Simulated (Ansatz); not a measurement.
**Forces on a displaced structure**

CH₃ (SMILES [CH3+]) (charge +1), closed shell, displaced at random from a GFN2-xTB minimum.

```
4
angstrom
C -0.0258 0.0391 -0.0956
H 0.3329 0.6690 0.8247
H -1.0938 0.1289 -0.4911
H 0.7016 -0.7625 -0.4718
```

Computed with Ansatz 0.2.0 (basis: def2-TZVPP); correlated methods freeze the cores.

CCSD(T) forces from the calculation:
```json
{"atom": "C1", "Fx": "0.306", "Fy": "-0.322", "Fz (eV/Å)": "1.326"}
{"atom": "H2", "Fx": "-0.760", "Fy": "-0.925", "Fz (eV/Å)": "-1.884"}
{"atom": "H3", "Fx": "1.552", "Fy": "0.019", "Fz (eV/Å)": "0.351"}
{"atom": "H4", "Fx": "-1.099", "Fy": "1.228", "Fz (eV/Å)": "0.207"}
```

Q: Which atom feels the largest CCSD(T) force, and how large is it?

A: H2, 2.23 eV/Å, along (-0.34, -0.41, -0.84).

Root-mean-square difference of the force components from those of CCSD(T): PBE0-D4 0.034; wB97M-V 0.009; r2SCAN-D4 0.028; PBE-D4 0.176; revPBE-D4 0.176; r2SCAN0-D4 0.063 eV/Å.

No T1 diagnostic of these runs exceeds 0.006.

For scale, one of the runs: CCSD(T)/def2-TZVPP forces, 73 basis functions, launched by `ansatz run in.yaml --threads 4 --pin off --events-out ev --progress --plain --max-ram 5222MiB`. The run took about 1.1 s on 4 CPU threads of an Intel Xeon Platinum 8259CL (shared host).
